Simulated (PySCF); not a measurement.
Two structures of CH₈BN, singlet, reached by relaxing down either side of one saddle point (PBE0-D4/def2-TZVP). Energies are electronic, without zero-point energy. PySCF 2.14 with density fitting (its default auxiliary sets; JK sets also for MP2 and CCSD(T)); basis: def2-TZVPP and def2-QZVPP; cores frozen in the correlated methods. Extrapolation: Hartree–Fock as exp(−7.88 √X), correlation as X^−2.97. First:

```tsv
atom	x (Å)	y (Å)	z (Å)
B1	0.0064	0.4765	-1.5164
N2	1.3786	0.6665	-1.5247
H3	-0.4339	-0.5886	-1.8392
H4	-0.7033	1.3826	-1.1886
H5	0.1483	-0.4162	1.4069
C6	-0.8208	-0.6840	1.8275
H7	1.8162	1.5358	-1.2704
H8	2.0326	-0.0494	-1.7924
H9	-1.5917	-0.5533	1.0685
H10	-1.0376	-0.0412	2.6805
H11	-0.8016	-1.7244	2.1515
```

Second:

```
11
angstrom
B -0.3558 0.3499 -0.4951
N 1.2407 0.4794 -0.1038
H -0.3411 0.0323 -1.6704
H -0.7859 1.4780 -0.3355
H 1.3522 0.7667 0.8640
C -0.9943 -0.7508 0.4844
H 1.7020 1.1640 -0.6934
H 1.7136 -0.4117 -0.2217
H -2.0586 -0.8748 0.2637
H -0.9349 -0.4799 1.5472
H -0.5442 -1.7471 0.3780
```

Problem. Which bonds change from the first to the second?

Solution. BNH₄ ([BH2][NH2]) + CH₄ → CH₅B ([BH2][CH3]) + NH₃ (still joined by a long B–N bond); bonds formed: B1–C6, N2–H5; bonds broken: H5–C6; bonds weakened to dative contacts: B1–N2.

Problem. Give the saddle point's structure and its height above each. (An estimate is asked for; the value comes from the calculation.)

Solution. The calculation gives: 53.41 kcal/mol above the first and 43.78 kcal/mol above the second (CCSD(T) at an estimated basis limit (MP2 extrapolated from triple and quadruple zeta, plus CCSD(T) − MP2 in triple zeta)).
| atom | x (Å) | y (Å) | z (Å) |
| --- | --- | --- | --- |
| B1 | -0.2875 | 0.1582 | -0.7085 |
| N2 | 1.2695 | 0.3509 | -0.5905 |
| H3 | -0.5993 | -0.7719 | -1.4004 |
| H4 | -0.8833 | 1.1912 | -0.8470 |
| H5 | 0.5023 | -0.0501 | 0.4394 |
| C6 | -0.6996 | -0.3802 | 0.9871 |
| H7 | 1.6265 | 1.2908 | -0.6343 |
| H8 | 1.8575 | -0.3019 | -1.0813 |
| H9 | -1.7472 | -0.4464 | 0.6924 |
| H10 | -0.6418 | 0.3329 | 1.8141 |
| H11 | -0.3970 | -1.3737 | 1.3292 |

No T1 diagnostic of these runs exceeds 0.012.

Labels in which every atom is bracketed show which atoms are joined, not bond orders.

For scale, one of the runs: CCSD(T)/def2-TZVPP, 205 basis functions, launched by `OMP_NUM_THREADS=4 python run.py`. Hardware: 4 CPU threads of an INTEL XEON PLATINUM 8581C, shared host. Wall time 3 min; peak host memory 2.5 GiB.
